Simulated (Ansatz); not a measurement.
Ta$_{2}$O$_{5}$ (C2/c)

Theory: DFT r2SCAN, scalar-relativistic, plane waves, PAW (Ansatz).

Plane waves to 500 eV, a k mesh through Γ of 6×6×4 on the computed 14-atom cell and Gaussian smearing (0.02 eV); no spin polarisation.

The structure is relaxed at this level of theory with its symmetry kept.

```cif
data_structure
_symmetry_space_group_name_H-M 'P 1'
_symmetry_Int_Tables_number 1
_cell_length_a 6.8560
_cell_length_b 6.8560
_cell_length_c 5.5340
_cell_angle_alpha 102.909
_cell_angle_beta 102.909
_cell_angle_gamma 41.587
_cell_volume 167.65
loop_
_atom_site_label
_atom_site_type_symbol
_atom_site_fract_x
_atom_site_fract_y
_atom_site_fract_z
_atom_site_occupancy
Ta1 Ta 0.89394 0.38660 0.26542 1
Ta2 Ta 0.61340 0.10606 0.23458 1
Ta3 Ta 0.10606 0.61340 0.73458 1
Ta4 Ta 0.38660 0.89394 0.76542 1
O1 O 0.89672 0.10328 0.25000 1
O2 O 0.10328 0.89672 0.75000 1
O3 O 0.33502 0.44447 0.02495 1
O4 O 0.55553 0.66498 0.47505 1
O5 O 0.66498 0.55553 0.97505 1
O6 O 0.44447 0.33502 0.52495 1
O7 O 0.86561 0.72450 0.37234 1
O8 O 0.27550 0.13439 0.12766 1
O9 O 0.13439 0.27550 0.62766 1
O10 O 0.72450 0.86561 0.87234 1
```

```
Space group                                                                                                                                 : C2/c (No. 15)
Volume per atom                                                                                                                             : 80.8 bohr³
Formation energy from the elements' standard states (uncorrected)                                                                           : -3.090 eV/atom
Generalised Kohn–Sham band gap                                                                                                              : 3.67 eV, indirect from Γ to (0.146, -0.292, 0.073)
Löwdin character of the top 1 eV of the valence band                                                                                        : O 2p 95 %
Löwdin character of the lowest 1 eV of the conduction band                                                                                  : Ta 5d 85 %, O 2p 12 %
Electron masses at the edge by Cartesian direction of the standard setting (m_e; degenerate bands sorted by energy; no spin-orbit coupling) : x: 2.1; y: 1.8; z: 2.1
Hole masses at the edge by Cartesian direction of the standard setting (m_e; degenerate bands sorted by energy; no spin-orbit coupling)     : x: 13; y: 2.1; z: 5.6
Bulk modulus                                                                                                                                : 130 GPa
Its pressure derivative                                                                                                                     : 3.0
```

Spin-orbit coupling is left out, which matters for the bands of heavy elements.

Cost: 8 runs of about 96 core-minutes in all, on Intel Xeon Processor @ 2.50GHz (Skylake/Cascade Lake) (shared hosts).